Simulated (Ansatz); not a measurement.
Input for Ansatz (development build ahead of 0.2.0):

```yaml
crystal:
  periodic: [false, false, false]
  atoms:
    - { symbol: C, position_ang: [-0.04585, -0.01862, -0.6445] }
    - { symbol: F, position_ang: [-0.00355, -0.0098, 0.74305] }
    - { symbol: H, position_ang: [0.02785, -1.11888, -0.98454] }
    - { symbol: H, position_ang: [-0.88087, 0.51426, -1.02965] }
    - { symbol: H, position_ang: [0.87173, 0.46953, -1.03152] }
basis:
  gaussian: { orbitals: STO-3G }
hamiltonian:
  xc: hf
correlation:
  method: mp2
  frozen_orbitals: { C: 1, F: 1, H: 0 }
```

The input is written out in the form of the current development build from the run's settings.

The run gave:

| Property | Result |
| --- | --- |
| Converged | yes |
| Reference energy | -137.16329 hartree |
| Correlation energy | -0.06993 hartree |
| Total energy | -137.23322 hartree |
| Spin squared of the determinant | 0.000 |
